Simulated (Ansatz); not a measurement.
Task: Name a neutral molecule of C, O and H with HOMO–LUMO gap (PBE/def2-TZVPP) between 3.60 and 3.90 eV and size of the dipole moment (B3LYP/def2-TZVPP) between 2.35 and 2.65 D (Ansatz, PBE0-D4/def2-TZVP geometry).

Result: `CC1(C=O)CO1` (3.76 eV, 2.47 D); `O=CC1CO1` (3.74 eV, 2.56 D). Other molecules can fit too; these were computed, each in one conformer that needn't be the lowest.

B3LYP here is the variant with VWN-RPA as its local correlation; programs differ in this.
